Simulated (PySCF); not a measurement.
# Gas-phase XPS of SiCl2, computed

SiCl2 (singlet state).
Numbering: `[Cl:1][Si:2][Cl:3]`

The calculation used PySCF, delta-SCF UKS SCAN, pcX-2 on the ionised atom, pcseg-1 elsewhere, spin-free X2C. Each binding energy is the total energy of the core-ionised species, with the hole localised on one atom, minus that of the ground state; both are solved self-consistently, so orbital relaxation is included.

Question: Give the core binding energies atom by atom.

Answer: 
```json
{"atom(s)": "Si2", "environment": "silicon bonded to 2 Cl", "level": "Si 2p3/2", "binding energy (eV)": "109.30", "2p1/2 (eV)": "109.93", "count": "1"}
{"atom(s)": "Cl1/Cl3", "environment": "silicon-bound chlorine", "level": "Cl 2p3/2", "binding energy (eV)": "206.22", "2p1/2 (eV)": "207.87", "count": "2"}
{"atom(s)": "Si2", "environment": "silicon bonded to 2 Cl", "level": "Si 1s", "binding energy (eV)": "1849.41", "2p1/2 (eV)": "–", "count": "1"}
{"atom(s)": "Cl1/Cl3", "environment": "silicon-bound chlorine", "level": "Cl 1s", "binding energy (eV)": "2828.79", "2p1/2 (eV)": "–", "count": "2"}
```

Question: Which effective nuclear charge Zeff reproduces each element's mean 1s value in the hydrogen-like formula E = 13.606 eV × Zeff²?

Answer: Si (Z = 14): mean 1849.4 eV, Zeff = 11.66, Z − Zeff = 2.34; Cl (Z = 17): mean 2828.8 eV, Zeff = 14.42, Z − Zeff = 2.58. Means run over the listed sites, weighted by atom count.

Question: What is the longest wavelength that can ionise Si 1s of Si2 vertically?

Answer: λ = hc/E = 12398.42 eV Å / 1849.41 eV = 6.704 Å.

The first atom of each set that the bonding makes equivalent was ionised and stands for the set. The 2p values add to the ΔSCF energy of one spin-free hole a correction within the shell (spin–orbit coupling, ligand field). 2p1/2 minus 2p3/2 (ligand field included): Cl 1.65 eV, Si 0.63 eV. Isolated species at its PBE0-D3(BJ)/def2-SVP geometry, gas phase.
